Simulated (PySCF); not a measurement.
Input of a run (B3LYP/def2-TZVP geometry optimisation, gas phase (PySCF 2.14.0)), started from GFN2-xTB:
```
{"job": {"xc": "B3LYP", "basis": "def2-TZVP", "grid": 1, "kind": "geom"}, "charge": 0, "multiplicity": 1}
O      1.393302    -0.316295     0.975180
C      0.756804    -0.056765    -0.004770
C     -0.755939     0.057514    -0.003287
O     -1.394365     0.319336    -0.981331
H      1.215026     0.121649    -0.993541
H     -1.211706    -0.123449     0.986175
```

Output (energies in Eh, forces in Eh/bohr):
```
step   0  E = -227.91935262  max force = 0.012066
step   1  E = -227.91966721  max force = 0.002838
step   2  E = -227.91950983  max force = 0.005396
step   3  E = -227.91966158  max force = 0.001595
step   4  E = -227.91968628  max force = 0.000353
step   5  E = -227.91969164  max force = 0.000379
optimisation converged
```

Question: Summarise the run.

Answer: The energy falls by 0.009 eV over 6 energy and gradient evaluations, the largest force component goes from 0.0121 to 3.8e-04 Eh/bohr, and the atoms move by 0.012 Å rms after alignment. The bond that changes most is C2–C3 (both ends aldehyde carbon), which lengthens by 0.007 Å. Bonds longer at the end by more than 0.005 Å: 1 of 5; shorter: 0. The energy rose by more than 1e-6 Eh at step 2. The first step brought 93 % of the lowering.

Question: What are the final bond lengths?

Answer: O1=C2 1.201 Å, C2–C3 1.524 Å, C3=O4 1.201 Å, C2–H5 1.107 Å, C3–H6 1.107 Å. Numbering counts from 1 in the input's order; the species is glyoxal (`O=CC=O`).

The run used 136 basis functions and 41 SCF cycles in all.

B3LYP/def2-TZVP frequencies: not computed here. The numbers are those of one conformer.

Shape of the structure used: `[O:1]=[CH:2][CH:3]=[O:4]`: O1–C2–C3–O4 180°.
